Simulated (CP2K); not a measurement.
**Si2NH7 (SMILES [SiH3]N[SiH3]) at GFN1-xTB**

Aim: the vertical ionisation energy of Si2NH7 at GFN1-xTB, from 2 runs. 

The results are computed with CP2K 2026.2.

2 further runs of the same task are left out: 1 that didn't finish, 1 set aside as unsound or not needed.

## Step 1: The molecule

Si2NH7 has 10 atoms, charge 0, and is taken as a singlet. As SMILES, `[SiH3]N[SiH3]`. The shape is that of a PBE0-D4/def2-TZVP optimisation.

Bond lengths: Si1–N2 1.726 Å, N2–Si3 1.726 Å, Si1–H4 1.484 Å, Si1–H5 1.490 Å, Si1–H6 1.488 Å, N2–H7 1.011 Å, Si3–H8 1.484 Å, Si3–H9 1.488 Å, Si3–H10 1.490 Å. Some angles: Si1–N2–Si3 128.9°, Si1–N2–H7 115.5°, Si3–N2–H7 115.5°, N2–Si1–H4 107.4°, N2–Si1–H5 112.6°, N2–Si1–H6 110.9°, N2–Si3–H8 107.4°, N2–Si3–H9 110.9°, N2–Si3–H10 112.6°, H4–Si1–H5 109.0°.

## Step 2: A single-point energy at GFN1-xTB

Input file gas.inp:

```
&GLOBAL
   PROJECT_NAME gas
   RUN_TYPE ENERGY
   PRINT_LEVEL MEDIUM
&END GLOBAL

&FORCE_EVAL
   METHOD Quickstep
   &DFT
      ! Quickstep
      &QS
         METHOD XTB
         EPS_DEFAULT 1.0E-10
         &XTB
            GFN_TYPE 1
            CHECK_ATOMIC_CHARGES F
         &END XTB
      &END QS
      ! cluster boundary conditions
      &POISSON
         PERIODIC NONE
         POISSON_SOLVER ANALYTIC
      &END POISSON
      ! SCF settings
      &SCF
         SCF_GUESS ATOMIC
         EPS_SCF 1.0E-07
         MAX_SCF 150
         ADDED_MOS 4
         &DIAGONALIZATION
            ALGORITHM STANDARD
         &END DIAGONALIZATION
         &MIXING
            METHOD BROYDEN_MIXING
            ALPHA 0.2
            NBUFFER 8
         &END MIXING
         &SMEAR ON
            METHOD FERMI_DIRAC
            ELECTRONIC_TEMPERATURE [K] 300
         &END SMEAR
      &END SCF
      &PRINT
         &MOMENTS
            PERIODIC F
            REFERENCE COM
            MAX_MOMENT 1
         &END MOMENTS
         &MO ON
            ENERGIES T
            OCCUPATION_NUMBERS T
            NDIGITS 6
            &EACH
               QS_SCF 0
            &END EACH
            ADD_LAST NUMERIC
         &END MO
         &HIRSHFELD OFF
         &END HIRSHFELD
      &END PRINT
   &END DFT
   &SUBSYS
      &CELL
         ABC 20.7 19.7 20.2
         PERIODIC NONE
      &END CELL
      &COORD
         Si    -1.042800     0.758390    -0.879990
         N      0.119990     0.500410     0.368670
         Si     0.995830    -0.935260     0.755390
         H     -1.373610    -0.567260    -1.458240
         H     -0.532280     1.645360    -1.962590
         H     -2.274280     1.393560    -0.336440
         H      0.361990     1.317290     0.912940
         H      0.403090    -2.042290    -0.034740
         H      0.897240    -1.243020     2.208320
         H      2.444830    -0.827180     0.426680
      &END COORD
      &TOPOLOGY
         &CENTER_COORDINATES
         &END CENTER_COORDINATES
      &END TOPOLOGY
   &END SUBSYS
&END FORCE_EVAL
```

Started as:

```console
$ OMP_NUM_THREADS=1 cp2k.psmp -i gas.inp > gas.out 2>&1
```

Log:

```text
CP2K| version string:                                       CP2K version 2026.2
[...]
 GLOBAL| Method name                                                        CP2K
[...]
 GLOBAL| Run type                                                         ENERGY
[...]
                             - Atoms:                                         10
[...]
                             - Spherical basis functions:                     36
[...]
 Number of electrons:                                                         20
[...]
     1 NoMix/Diag. 0.20E+00    0.0     0.59453709       -10.6913009451 -1.07E+01
[...]
    45 Broy./Diag. 0.20E+00    0.0     0.00000006       -10.7589576311  9.57E-08
  *** SCF run converged in    45 steps ***
[...]
  Fermi energy:                                                -0.23313791603739
[...]
 TB_DIPOLE| Moment [Debye]          0.20604737       0.67935841       0.44673480
 TB_DIPOLE| Derivative [a.u.]       0.00000000       0.00000000       0.00000000
[...]
 ENERGY| Total FORCE_EVAL ( QS ) energy [hartree]            -10.758957631079264
[...]
```

Wall time 0.42 s (1 thread of Arm Neoverse V1, shared host).

## Step 3: The doublet cation, same level

Input file job.inp:

```
&GLOBAL
   PROJECT_NAME job
   RUN_TYPE ENERGY
   PRINT_LEVEL MEDIUM
&END GLOBAL
&FORCE_EVAL
   METHOD QS
   &DFT
      CHARGE 1
      MULTIPLICITY 2
      UKS T
      &QS
         METHOD XTB
         EPS_DEFAULT 1.0E-10
         &XTB
            GFN_TYPE 1
            CHECK_ATOMIC_CHARGES F
         &END XTB
      &END QS
      &POISSON
         PERIODIC NONE
         POISSON_SOLVER ANALYTIC
      &END POISSON
      &SCF
         SCF_GUESS ATOMIC
         EPS_SCF 1.0E-07
         MAX_SCF 150
         ADDED_MOS 4
         &DIAGONALIZATION
            ALGORITHM STANDARD
         &END DIAGONALIZATION
         &MIXING
            METHOD BROYDEN_MIXING
            ALPHA 0.2
            NBUFFER 8
         &END MIXING
         &SMEAR ON
            METHOD FERMI_DIRAC
            ELECTRONIC_TEMPERATURE [K] 300
            FIXED_MAGNETIC_MOMENT 1.0
         &END SMEAR
      &END SCF
      &PRINT
         &MOMENTS
            PERIODIC F
            REFERENCE COM
            MAX_MOMENT 1
         &END MOMENTS
         &MO ON
            ENERGIES T
            OCCUPATION_NUMBERS T
            NDIGITS 6
            &EACH
               QS_SCF 0
            &END EACH
            ADD_LAST NUMERIC
         &END MO
         &HIRSHFELD OFF
         &END HIRSHFELD
      &END PRINT
   &END DFT
   &SUBSYS
      &CELL
         ABC 20.7 19.7 20.2
         PERIODIC NONE
      &END CELL
      &COORD
         Si    -1.042800     0.758390    -0.879990
         N      0.119990     0.500410     0.368670
         Si     0.995830    -0.935260     0.755390
         H     -1.373610    -0.567260    -1.458240
         H     -0.532280     1.645360    -1.962590
         H     -2.274280     1.393560    -0.336440
         H      0.361990     1.317290     0.912940
         H      0.403090    -2.042290    -0.034740
         H      0.897240    -1.243020     2.208320
         H      2.444830    -0.827180     0.426680
      &END COORD
      &TOPOLOGY
         &CENTER_COORDINATES
         &END CENTER_COORDINATES
      &END TOPOLOGY
   &END SUBSYS
&END FORCE_EVAL
```

Started as:

```console
$ OMP_NUM_THREADS=1 cp2k.psmp -i job.inp -o job.out
```

Log:

```text
CP2K| version string:                                       CP2K version 2026.2
[...]
 GLOBAL| Method name                                                        CP2K
[...]
 GLOBAL| Run type                                                         ENERGY
[...]
                             - Atoms:                                         10
[...]
                             - Spherical basis functions:                     36
[...]
 Number of electrons:                                                         10
[...]
     1 NoMix/Diag. 0.20E+00    0.0     0.37899896       -10.1543170147 -1.02E+01
[...]
    74 Broy./Diag. 0.20E+00    0.0     0.00000010       -10.2285126614  1.89E-08
  *** SCF run converged in    74 steps ***
[...]
  Fermi energy:                                                -0.52851907715543
[...]
 TB_DIPOLE| Moment [Debye]          0.43712554       0.89540845       0.38264238
 TB_DIPOLE| Derivative [a.u.]       0.00000000       0.00000000       0.00000000
[...]
 ENERGY| Total FORCE_EVAL ( QS ) energy [hartree]            -10.228512661366400
[...]
```

It took 0.52 s on 1 thread of Arm Neoverse V1, shared host.

## Step 4: Results

Level: GFN1-xTB.

```
                                                 quantity         value
                             singlet Si2NH7: total energy  -10.75896 Eh
singlet Si2NH7: dipole moment (from atomic charges alone)        0.84 D
                              singlet Si2NH7: HOMO energy     -11.61 eV
                              singlet Si2NH7: LUMO energy      -5.45 eV
                            singlet Si2NH7: HOMO–LUMO gap       6.16 eV
                        singlet Si2NH7: dispersion energy  -8.01 kJ/mol
                             doublet cation: total energy  -10.22851 Eh
       doublet cation: HOMO energy (highest over α and β)     -17.12 eV
        doublet cation: LUMO energy (lowest over α and β)     -17.12 eV
                        doublet cation: dispersion energy  -8.01 kJ/mol
       vertical ionisation energy (to the doublet cation)     14.434 eV
```

What this shows: The vertical ionisation energy comes to 14.43 eV (1393 kJ/mol). No empirical shift is applied, and without it xTB methods put this difference several eV too high. The dipole (singlet Si2NH7) comes from point charges on the atoms alone, without atomic dipoles, so it is partial.
